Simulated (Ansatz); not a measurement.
C₂H₃Cl₃, SMILES `CC(Cl)(Cl)Cl`, relaxed with RKS PBE0-D4/def2-TZVP in the Gaussian-basis code of Ansatz from a PBE-D4/def2-SVP geometry. The force threshold is 0.005 eV/Å; the program also tests the step.

The species carries charge 0 and has multiplicity 1.

Start:

```xyz
8

C     0.846   -0.044   -0.076
C    -0.662    0.034    0.060
Cl   -1.196   -0.864    1.528
Cl   -1.450   -0.693   -1.388
Cl   -1.180    1.754    0.206
H     1.155   -1.102   -0.165
H     1.166    0.509   -0.980
H     1.322    0.405    0.816
```

By how much does the energy fall, and how many steps does the optimiser take? (Estimate.)

The calculation gave: 4.08 kJ/mol, in 4 steps, 1 of them rejected.

Which bonds change most? (Best estimate.)

Computed: C2–Cl4 from 1.802 to 1.775 Å; C2–Cl3 from 1.802 to 1.775 Å; C2–Cl5 from 1.802 to 1.775 Å; C1–H7 from 1.106 to 1.090 Å.

Give the relaxed structure. (An estimate is asked.)

The calculation gave: 
```xyz
8

C     0.842   -0.043   -0.076
C    -0.657    0.034    0.059
Cl   -1.185   -0.850    1.505
Cl   -1.435   -0.682   -1.367
Cl   -1.169    1.727    0.203
H     1.144   -1.087   -0.163
H     1.153    0.502   -0.967
H     1.308    0.399    0.805
```
